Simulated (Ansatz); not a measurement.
**Diamond-structure Ge**

All values below come from r²SCANh in Ansatz (PAW).

Run with plane-wave cutoff 600 eV, 8×8×8 k mesh, finite displacements, scalar-relativistic PAW data made under PBE.

Cell (relaxed at this level):

```yaml
crystal:
  lattice:
    - [0.00000, 2.82912, 2.82912]
    - [2.82912, 0.00000, 2.82912]
    - [2.82912, 2.82912, 0.00000]
  atoms:
    - { symbol: Ge, position: [0.50000, 0.50000, 0.50000] }
    - { symbol: Ge, position: [0.75000, 0.75000, 0.75000] }
```

- TO(Γ) frequency: 304 cm⁻¹

Measured, for comparison: zone-centre TO phonon frequency 304 cm⁻¹ (low temperature, zero-point motion not removed; as tabulated in Tanner et al. (2021), arXiv:2110.11888). Computed (rounded) less measured: zone-centre TO phonon frequency 0.0 %.

Cost on a shared machine: very roughly 90 core-minutes.

Ansatz is a first-principles code.
